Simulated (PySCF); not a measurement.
Which functional comes closest?

Molecule: `OO`, H2O2.

Molfile (atoms numbered from 1):
```
H2O2
     RDKit          3D

  4  3  0  0  0  0  0  0  0  0999 V2000
   -0.6674    0.1671    0.2204 O   0  0  0  0  0  0  0  0  0  0  0  0
    0.6665    0.2705   -0.2504 O   0  0  0  0  0  0  0  0  0  0  0  0
   -1.0658   -0.3762   -0.4730 H   0  0  0  0  0  0  0  0  0  0  0  0
    1.1499   -0.1518    0.4726 H   0  0  0  0  0  0  0  0  0  0  0  0
  1  2  1  0
  1  3  1  0
  2  4  1  0
M  END
```

Geometry PBE0-D3(BJ)/def2-SVP throughout; GIAO in PySCF 2.14, gas phase, one conformer, non-relativistic; equivalent atoms averaged; basis pcSseg-2.

Reference values (measured; water; Olsson, Cremer, J. Phys. Chem. 1996, 100, 16881): δ(O1/O2) = 210.1 ppm vs H2O (gas). Computed shifts are taken against H2O, calculated as an isolated molecule at each level.

How do the functionals HF, LDA, PBE, BLYP, BP86, OPBE, KT2, KT3, B97-D, B3LYP, PBE0, mPW1PW91, WP04, B97-2, BHandHLYP, CAM-B3LYP, wB97X-D, LC-wPBE perform against the reference? Times are CPU seconds on shared hosts with different chips, so compare them loosely; the GGAs took longer than the global hybrids here, which isn't the general rule, and the cause wasn't traced.

Answers


```tsv
functional	kind	O1/O2	abs. error O	core-s
HF	Hartree–Fock	164.6	45.5	0.49
LDA	LDA	207.7	2.4	1.4
PBE	GGA	206.2	3.9	1.8
BLYP	GGA	212.7	2.6	1.7
BP86	GGA	203.9	6.2	1.8
OPBE	GGA	198.8	11.3	1.9
KT2	GGA	195.8	14.3	1.8
KT3	GGA	199.8	10.3	1.8
B97-D	GGA	204.3	5.8	1.8
B3LYP	global hybrid	201.2	8.9	1.1
PBE0	global hybrid	192.6	17.5	1
mPW1PW91	global hybrid	193.3	16.8	1
WP04	global hybrid	211.1	1.0	1.7
B97-2	global hybrid	193.1	17.0	1.5
BHandHLYP	global hybrid	186.9	23.2	1.6
CAM-B3LYP	range-separated hybrid	195.9	14.2	2
wB97X-D	range-separated hybrid	190.8	19.3	2
LC-wPBE	range-separated hybrid	186.6	23.5	2.9
```

For 17O the closest is WP04 (1.0 ppm) and the furthest HF (45.5 ppm). One molecule is a small sample, and vibrational and solvent effects are absent from the calculation.
